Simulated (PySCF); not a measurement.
# Ionisation energy of Ar by level of theory

Ar [Ar] (1S) → Ar⁺ [Ne] 3s2 3p5 (2P), as a difference of total energies. Computed with PySCF 2.14 in cc-pVTZ-DK (5s4p2d1f, 34 functions), with scalar relativity by spin-free X2C-1e. Correlated levels: valence: [Ne] frozen. The calculations carry no spin-orbit coupling.

| method | ionisation energy (eV) | error (eV) |
| --- | --- | --- |
| UHF | 14.556 | -1.263 |
| PBE | 15.684 | -0.135 |
| BP86 | 15.797 | -0.022 |
| MP2 (valence) | 15.664 | -0.155 |
| SCS-MP2 (valence) | 15.561 | -0.258 |
| CCSD (valence) | 15.488 | -0.331 |
| CCSD(T) (valence) | 15.528 | -0.291 |

Reference: 15.819 eV (measured; NIST levels, between the centres of gravity of the two terms).

Errors of the correlated levels include the incompleteness of this basis and the frozen core.
